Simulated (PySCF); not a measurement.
Species: cyclopropanecarboxamide, C4H7NO.
Bonds: N1–C2, C2–O3 (double), C2–C4, C4–C5, C5–C6, C4–C6. Hydrogens: H7, H8 on N1; H9 on C4; H10, H11 on C5; H12, H13 on C6.

The same species was optimised twice, with GFN2-xTB and with PBE0-D3(BJ)/def2-SVP (PySCF), and the same property calculations (PySCF, gas phase) were run on both structures.

| coordinate | GFN2-xTB | PBE0-D3(BJ)/def2-SVP | change |
| --- | --- | --- | --- |
| C2–C4 (Å) | 1.491 | 1.496 | +0.005 |
| C2=O3 (Å) | 1.212 | 1.216 | +0.004 |
| C5–C6 (Å) | 1.487 | 1.486 | -0.001 |
| C4–C6 (Å) | 1.509 | 1.508 | -0.001 |
| C4–C5 (Å) | 1.508 | 1.508 | 0.000 |
| N1–C2 (Å) | 1.358 | 1.358 | 0.000 |
| O3–C2–C4 (°) | 123.7 | 122.2 | -1.5 |
| C2–C4–C5 (°) | 117.3 | 116.3 | -1.0 |
| C2–C4–C6 (°) | 117.2 | 116.3 | -0.9 |
| N1–C2–C4 (°) | 114.5 | 115.3 | +0.8 |
| N1–C2–O3 (°) | 121.8 | 122.5 | +0.7 |
| C4–C6–C5 (°) | 60.5 | 60.5 | 0.0 |
| C5–C4–C6 (°) | 59.1 | 59.0 | -0.1 |
| C4–C5–C6 (°) | 60.5 | 60.5 | 0.0 |
| N1–C2–C4–C5 (°) | 148 | 147 | -1 |

Rotational constants: A = 7510, B = 2728, C = 2369 MHz (GFN2-xTB) against A = 7504, B = 2743, C = 2380 MHz (PBE0-D3(BJ)/def2-SVP). Atoms that the bonding makes alike are paired by their places after alignment.

On the GFN2-xTB structure: lowest singlet, TDDFT (eV) 5.88 [CAM-B3LYP/def2-SVPD]; lowest triplet, Tamm–Dancoff (eV) 5.45 [CAM-B3LYP/def2-SVPD]; isotropic polarisability (au) 57.2 [CAM-B3LYP/def2-SVPD]; HOMO (eV) -8.94 [CAM-B3LYP/def2-SVPD]; LUMO (eV) 1.23 [CAM-B3LYP/def2-SVPD]; dipole (D) 3.79 [CAM-B3LYP/def2-SVPD]; HOMO (eV) -7.35 [PBE0/pcSseg-1]; LUMO (eV) 0.88 [PBE0/pcSseg-1]; dipole (D) 3.71 [PBE0/pcSseg-1]; GIAO shielding of N1 (ppm) 151.1 [PBE0/pcSseg-1]; GIAO shielding of C2 (ppm) 12.0 [PBE0/pcSseg-1]; GIAO shielding of O3 (ppm) -40.0 [PBE0/pcSseg-1]; GIAO shielding of C4 (ppm) 171.4 [PBE0/pcSseg-1]; GIAO shielding of C5/C6 (mean) (ppm) 177.1 [PBE0/pcSseg-1].

What do these properties become on the PBE0-D3(BJ)/def2-SVP structure?

```json
{"property": "lowest singlet, TDDFT (eV)", "level": "CAM-B3LYP/def2-SVPD", "on GFN2-xTB": "5.88", "on PBE0-D3(BJ)/def2-SVP": "5.87", "change": "-0.01"}
{"property": "lowest triplet, Tamm–Dancoff (eV)", "level": "CAM-B3LYP/def2-SVPD", "on GFN2-xTB": "5.45", "on PBE0-D3(BJ)/def2-SVP": "5.44", "change": "-0.01"}
{"property": "isotropic polarisability (au)", "level": "CAM-B3LYP/def2-SVPD", "on GFN2-xTB": "57.2", "on PBE0-D3(BJ)/def2-SVP": "57.8", "change": "+0.6"}
{"property": "HOMO (eV)", "level": "CAM-B3LYP/def2-SVPD", "on GFN2-xTB": "-8.94", "on PBE0-D3(BJ)/def2-SVP": "-8.95", "change": "-0.01"}
{"property": "LUMO (eV)", "level": "CAM-B3LYP/def2-SVPD", "on GFN2-xTB": "1.23", "on PBE0-D3(BJ)/def2-SVP": "1.21", "change": "-0.02"}
{"property": "dipole (D)", "level": "CAM-B3LYP/def2-SVPD", "on GFN2-xTB": "3.79", "on PBE0-D3(BJ)/def2-SVP": "3.79", "change": "0.00"}
{"property": "energy, GFN2-xTB geometry as zero (kcal/mol)", "level": "CAM-B3LYP/def2-SVPD", "on GFN2-xTB": "0.0", "on PBE0-D3(BJ)/def2-SVP": "-0.3", "change": "-0.3"}
{"property": "HOMO (eV)", "level": "PBE0/pcSseg-1", "on GFN2-xTB": "-7.35", "on PBE0-D3(BJ)/def2-SVP": "-7.36", "change": "-0.01"}
{"property": "LUMO (eV)", "level": "PBE0/pcSseg-1", "on GFN2-xTB": "0.88", "on PBE0-D3(BJ)/def2-SVP": "0.86", "change": "-0.02"}
{"property": "dipole (D)", "level": "PBE0/pcSseg-1", "on GFN2-xTB": "3.71", "on PBE0-D3(BJ)/def2-SVP": "3.72", "change": "+0.01"}
{"property": "energy, GFN2-xTB geometry as zero (kcal/mol)", "level": "PBE0/pcSseg-1", "on GFN2-xTB": "0.0", "on PBE0-D3(BJ)/def2-SVP": "-0.2", "change": "-0.2"}
{"property": "GIAO shielding of N1 (ppm)", "level": "PBE0/pcSseg-1", "on GFN2-xTB": "151.1", "on PBE0-D3(BJ)/def2-SVP": "150.5", "change": "-0.6"}
{"property": "GIAO shielding of C2 (ppm)", "level": "PBE0/pcSseg-1", "on GFN2-xTB": "12.0", "on PBE0-D3(BJ)/def2-SVP": "10.6", "change": "-1.4"}
{"property": "GIAO shielding of O3 (ppm)", "level": "PBE0/pcSseg-1", "on GFN2-xTB": "-40.0", "on PBE0-D3(BJ)/def2-SVP": "-40.1", "change": "-0.1"}
{"property": "GIAO shielding of C4 (ppm)", "level": "PBE0/pcSseg-1", "on GFN2-xTB": "171.4", "on PBE0-D3(BJ)/def2-SVP": "170.3", "change": "-1.1"}
{"property": "GIAO shielding of C5/C6 (mean) (ppm)", "level": "PBE0/pcSseg-1", "on GFN2-xTB": "177.1", "on PBE0-D3(BJ)/def2-SVP": "174.8", "change": "-2.3"}
```

The heavy atoms differ by 0.019 Å rms after alignment (one structure mirrored). Among bonds between heavy atoms C2=O3 and C2–C4 change most and about equally (+0.004 to +0.005 Å). Changes are differences of the printed values. Neither structure is proved a minimum here.

The values belong to the conformer `[NH2:1][C:2](=[O:3])[CH:4]1[CH2:5][CH2:6]1`: N1–C2–C4–C5 147°, H–N1–C2–O3 1°, H–N1–C2–O3 179°.
